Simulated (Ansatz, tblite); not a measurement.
# The cluster Si2Te: removing and adding an electron

One table from this session's results is given with a row withheld; the runs are named, their logs left out.

Computed with Ansatz 0.2.0, Gaussian basis. Level: as each input shows.

The runs, in order: charge +1 doublet, at the geometry of the singlet (PBE0-D4/def2-TZVP, PBE-D4/def2-TZVP, r2SCAN-D4/def2-TZVP, CCSD(T)/def2-TZVPP); charge +1 doublet, relaxed (PBE0-D4/def2-TZVP, PBE-D4/def2-TZVP); charge -1 doublet, at the geometry of the singlet (PBE0-D4/def2-TZVPD, PBE-D4/def2-TZVPD, r2SCAN-D4/def2-TZVPD, CCSD(T)/def2-TZVPD); the starting singlet's energies come from earlier runs.

3 further runs of the same task are left out: 3 set aside as unsound or not needed.

## The relaxed structure

The singlet was relaxed beforehand with r2SCAN-D4/def2-TZVP. At that level it is the lowest of the isomers that a small search found.

3 atoms, charge 0, spin multiplicity 1.

Atoms are counted from 1 here; the program's logs count them from 0.

Bond lengths: Si1–Si2 2.404 Å, Si1–Te3 2.483 Å, Si2–Te3 2.483 Å. Angles: Si2–Si1–Te3 61.0°, Si1–Si2–Te3 61.0°, Si1–Te3–Si2 57.9°.

Te takes a core potential in the def2 sets. No spin-orbit coupling is included.

Set-up of the first run:

in.yaml reads:

```yaml
crystal:
  periodic: [false, false, false]
  atoms:
    - {symbol: Si, position_ang: [1.250567, -0.637123, 0.006536]}
    - {symbol: Si, position_ang: [-0.049843, 1.350832, 0.377670]}
    - {symbol: Te, position_ang: [-1.200724, -0.713709, -0.384206]}
basis:
  gaussian: {orbitals: def2-TZVP}
total_charge: 1
magnetization: {spin_polarized: true, initial_magnetization: 1}
hamiltonian: {xc: pbe0, dispersion: d4}
output: {orbitals: {seedname: orbitals}}
```

Run with:

```console
$ ansatz run in.yaml --threads 2 --pin off --events-out ev --progress --plain --max-ram 32768MiB --backend cpu
```

Among the steps run: Charge +1 doublet at the fixed geometry, PBE0-D4/def2-TZVP; Charge +1 doublet at the fixed geometry, PBE-D4/def2-TZVP; Charge +1 doublet at the fixed geometry, r2SCAN-D4/def2-TZVP; Charge +1 doublet at the fixed geometry, CCSD(T)/def2-TZVPP; Relaxing the charge +1 doublet; Charge +1 doublet, PBE0-D4/def2-TZVP; Charge +1 doublet, PBE-D4/def2-TZVP; Charge -1 doublet at the fixed geometry, PBE0-D4/def2-TZVPD; Charge -1 doublet at the fixed geometry, PBE-D4/def2-TZVPD; Charge -1 doublet at the fixed geometry, r2SCAN-D4/def2-TZVPD; Charge -1 doublet at the fixed geometry, CCSD(T)/def2-TZVPD.

One table of the session follows, with a row left open; its other results are not shown here.

It belongs to the step «Vertical electron affinity». 

```
              method  vertical electron affinity (eV)
       HF/def2-TZVPD                             1.03
   PBE-D4/def2-TZVPD                             1.69
r2SCAN-D4/def2-TZVPD                             1.82
  PBE0-D4/def2-TZVPD                             1.72
      MP2/def2-TZVPD                                ?
     CCSD/def2-TZVPD                             1.49
  CCSD(T)/def2-TZVPD                             1.54
```

**Question.** Estimate the row for MP2/def2-TZVPD.

**Answer.** vertical electron affinity (eV): 1.55. In the column «vertical electron affinity (eV)» it lies between CCSD(T)/def2-TZVPD (1.54) and PBE-D4/def2-TZVPD (1.69).

The closed-shell reference under CCSD(T)/def2-TZVPD is unstable towards broken spin symmetry, which adds to the doubt on it.

Caveats from the session: CCSD(T)/def2-TZVPP is no safe reference here (spin contamination). The anion's highest level is positive in at least one run, so there the basis alone may hold the extra electron.
